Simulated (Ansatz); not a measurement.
Diamond, treated with r²SCANh (PAW; Ansatz, a program for electronic structure).

Run with plane-wave cutoff 520 eV, 12×12×12 k mesh, Fermi–Dirac smearing 0.01 eV, scalar-relativistic PAW data made under PBE.

Response to compression and expansion:

| V (Å³/atom) | P (GPa) | direct gap at Γ (eV) | smallest gap on the k mesh (eV) |
|---|---|---|---|
| 5.320 | 26.16 | 6.839 | 5.247 |
| 5.460 | 12.39 | 6.762 | 5.180 |
| 5.638 | -3.01 | 6.667 | 5.097 |
| 5.740 | -10.81 | 6.615 | 5.052 |
| 5.880 | -20.54 | 6.544 | 4.992 |

The fundamental gap (5.09 eV at the equilibrium volume, with added k points) lies elsewhere than Γ–Γ.
